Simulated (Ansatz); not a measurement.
H3O2P, SMILES OPO, the energy of protonation at one site

Computed with the Python package of Ansatz (0.2.0).

Typed at the interpreter:
```pycon
>>> import ansatz as az
>>> import numpy as np
>>> GEOMETRY = """
... O    -0.59180   -0.78620   -0.39870
... P     0.40330    0.48080   -0.49770
... O     1.09160    0.13620    0.88850
... H    -1.11050   -0.76560   -1.23260
... H    -0.43790    1.52360   -0.06580
... H     0.68730   -0.65290    1.26010
... """
>>> geometry = az.Crystal.molecule()
>>> for line in GEOMETRY.strip().splitlines():
...     symbol, *xyz = line.split()
...     geometry = geometry.atom(symbol, [float(v) for v in xyz])
...
>>> setup = (
...     geometry.calculation()
...     .basis(gaussian="def2-SVP")
...     .correlation("MP2")
... )
>>> symbols = [site.symbol for site in geometry.cartesian_sites]
>>> start = np.array([site.position_ang for site in geometry.cartesian_sites], dtype=float)
>>> r = setup.relax(force_tolerance=0.01).run().report
>>> end = np.array(r["positions_ang"])
>>> # put the proton on the side away from the neighbours, slightly off axis
>>> away = sum((end[0] - end[j]) / np.linalg.norm(end[0] - end[j]) for j in [1, 3]) + np.array([0.15, 0.1, -0.2])
>>> proton = end[0] + 1.0 * away / np.linalg.norm(away)
>>> acid = az.Crystal.molecule()
>>> for symbol, place in zip(symbols, end):
...     acid = acid.atom(symbol, place.tolist())
...
>>> acid = acid.atom("H", proton.tolist())
>>> protonated = acid.calculation()
>>> protonated = protonated.basis(gaussian="def2-SVP")
>>> protonated = protonated.correlation("MP2")
>>> protonated = protonated.charge(1)
>>> protonated = protonated.relax(force_tolerance=0.01, max_steps=80)
>>> after = protonated.run().report
>>> xyz = np.array(after["positions_ang"])
>>> reach = np.linalg.norm(xyz[:-1] - xyz[-1], axis=1)
>>> print(f"base {r['free_energy_ev']:.5f} eV, protonated {after['free_energy_ev']:.5f} eV")
base -13401.40823 eV, protonated -13409.78047 eV
>>> print(f"the proton ends {reach.min():.3f} A from {symbols[reach.argmin()]}{reach.argmin()}")
the proton ends 0.976 A from O0
>>> print(f"electronic proton affinity {96.485332 * (r['free_energy_ev'] - after['free_energy_ev']):.1f} kJ/mol")
electronic proton affinity 807.8 kJ/mol
```

Caveats:
- Total energies depend on the basis set; only differences at equal settings carry meaning.
- The proton is put on one chosen atom, which needn't be the most basic site, so the molecule's proton affinity can be higher; the ends are stationary points, not checked by frequencies, and zero-point and thermal terms count only where printed.
- Run time: 23 s on 1 thread of Arm Neoverse V2, with other jobs on the host, peak memory 0.2 GiB.
